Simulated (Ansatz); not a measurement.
Consider the homolysis of the H–Si bond: `F[SiH2]F` → H• + `F[SiH]F`•.

Gas-phase electronic energies from Ansatz, PBE0-D4/def2-TZVP geometries. CCSD(T)/CBS is frozen-core, at the limit of the def2 triple- and quadruple-zeta sets. DFT in def2-TZVPP. B3LYP here is the variant with VWN-RPA as its local correlation; programs differ in this. HSE06 is defined as in plane-wave codes. Open shells (•) are unrestricted, without spin–orbit coupling.

`F[SiH2]F`:

Cartesian coordinates in Å:
```
F -0.281 -1.058 1.103
Si -0.020 0.050 0.000
F 0.935 -0.571 -1.103
H -1.307 0.392 -0.633
H 0.673 1.187 0.633
```

`F[SiH]F`•:

Cartesian coordinates in Å:
```
F -0.283 -0.386 1.399
Si -0.340 -0.186 -0.180
F 1.042 -0.710 -0.772
H -0.418 1.282 -0.447
```

```csv
level,ΔE (kJ/mol),difference from CCSD(T)/CBS
LDA (SPW92),431.5,4.5
revPBE-D4,390.4,-36.6
BLYP-D4,403.5,-23.5
r2SCAN-D4,402.5,-24.5
B97M-V,418.3,-8.7
B3LYP-D4,414.9,-12.1
HSE06-D4,401.5,-25.5
BHLYP-D4,420.5,-6.5
CAM-B3LYP-D4,418.1,-8.9
ωB97X-V,422.2,-4.8
ωB97M-V,425.3,-1.7
B2PLYP,415.8,-11.2
PBE,392.4,-34.6
r2SCANh,403.9,-23.1
HSE06,400.8,-26.2
LC-ωPBE,402.6,-24.4
HF/def2-SVP,345.6,-81.4
MP2/def2-SVP,400.5,-26.5
MP2/def2-TZVPP,410.8,-16.2
SCS-MP2/def2-TZVPP,424.3,-2.7
HF/def2-QZVPP,341.3,-85.7
MP2/def2-QZVPP,414.4,-12.6
SCS-MP2/def2-QZVPP,429.0,2.0
CCSD/def2-QZVPP,425.3,-1.7
CCSD(T)/def2-QZVPP,424.9,-2.1
HF/CBS(def2),341.2,-85.8
CCSD/CBS(def2),427.5,0.5
HF/cc-pV(D+d)Z,342.7,-84.3
CCSD/cc-pV(D+d)Z,411.6,-15.4
CCSD(T)/cc-pV(D+d)Z,411.2,-15.8
HF/cc-pV(T+d)Z,341.9,-85.1
MP2/cc-pV(T+d)Z,410.4,-16.6
CCSD/cc-pV(T+d)Z,422.4,-4.6
CCSD(T)/cc-pV(T+d)Z,422.0,-5.0
MP2/cc-pV(Q+d)Z,414.6,-12.4
CCSD/cc-pV(Q+d)Z,425.5,-1.5
CCSD(T)/cc-pV(Q+d)Z,425.0,-2.0
HF/CBS(cc),341.3,-85.7
MP2/CBS(cc),417.7,-9.3
CCSD/CBS(cc),427.9,0.9
CCSD(T)/CBS,427.0,0
```

Largest T1 diagnostic among the species: 0.014.

From BLYP to BHLYP (50 % exact exchange), in def2-TZVPP and without D4, ΔE moves by +18.2 kJ/mol. At CCSD(T), def2-SVP lies −14.2 kJ/mol from the extrapolated value and def2-TZVPP −4.6 kJ/mol: correlation converges slowly with the basis, and small sets miss more of it in the bonded molecule than in its fragments. Leaving LDA and LC-ωPBE aside and taking each functional with its dispersion term where it has one, the values spread over 34.9 kJ/mol, from revPBE-D4 to ωB97M-V. LDA lies +39.0 kJ/mol from PBE without D4, its usual overbinding.
